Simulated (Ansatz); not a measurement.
Relaxation of C4H10OS (16 atoms, charge 0, multiplicity 1), to a largest force component of 0.02 eV/Å in at most 40 steps.

All numbers below come from UKS PBE0/STO-3G (Ansatz).

```xyz
16
Properties=species:S:1:pos:R:3:forces:R:3
C -0.579 -1.988 -0.768 -1.88 4.38 -2.25
C 0.003 -1.509 0.528 0.93 -0.29 1.30
O -0.217 -0.109 0.739 0.31 1.98 0.51
C 0.848 0.717 0.070 -4.23 -1.24 -0.62
C 0.466 2.171 0.317 -1.39 0.69 1.89
S -1.098 2.690 -0.461 0.52 0.54 -0.69
H -1.651 -1.636 -0.815 1.02 -0.61 0.11
H -0.090 -1.467 -1.645 -0.27 -1.06 0.93
H -0.566 -3.013 -0.849 0.27 -3.38 -0.52
H 1.074 -1.763 0.587 0.37 -0.18 0.03
H -0.495 -2.031 1.374 0.03 0.12 -0.13
H 1.788 0.485 0.488 2.35 -0.59 0.44
H 0.726 0.521 -1.017 1.04 -0.02 0.01
H 0.338 2.373 1.426 0.65 -0.44 -1.10
H 1.264 2.796 -0.053 0.54 0.69 -0.29
H -1.832 1.740 0.122 -0.25 -0.57 0.39
```

Task: Where does it end, and by what steps?

Result: The forces met the threshold. The force dipped under the threshold on the way, but the program's further checks kept it going. Limits of this set-up: minimal basis. After 9 steps the energy has fallen by 0.568 eV; H8 moved furthest, 0.31 Å.

```
step  energy less start (eV)  largest force component (eV/Å)  accepted
   0                  0.0000                           4.376       yes
   1                 -0.5210                           0.916       yes
   2                 -0.5553                           0.213       yes
   3                 -0.5613                           0.094       yes
   4                 -0.5634                           0.037       yes
   5                 -0.5658                           0.108       yes
   6                 -0.5669                           0.082       yes
   7                 -0.5678                           0.026       yes
   8                 -0.5680                           0.015       yes
   9                 -0.5680                           0.009       yes
```

```xyz
16
Properties=species:S:1:pos:R:3
C -0.491 -1.998 -0.833
C -0.095 -1.462 0.571
O -0.313 -0.032 0.762
C 0.704 0.706 0.018
C 0.471 2.213 0.307
S -1.177 2.781 -0.200
H -1.519 -1.704 -1.078
H 0.179 -1.618 -1.613
H -0.431 -3.094 -0.833
H 0.959 -1.739 0.785
H -0.733 -1.953 1.331
H 1.727 0.414 0.343
H 0.635 0.521 -1.075
H 0.643 2.392 1.382
H 1.218 2.799 -0.247
H -1.801 1.751 0.424
```

Whether the end is a true minimum wasn't checked by a vibrational analysis.

The run took 99 s on 1 thread of Arm Neoverse N1, with other jobs on the host, peak memory 0.17 GiB.
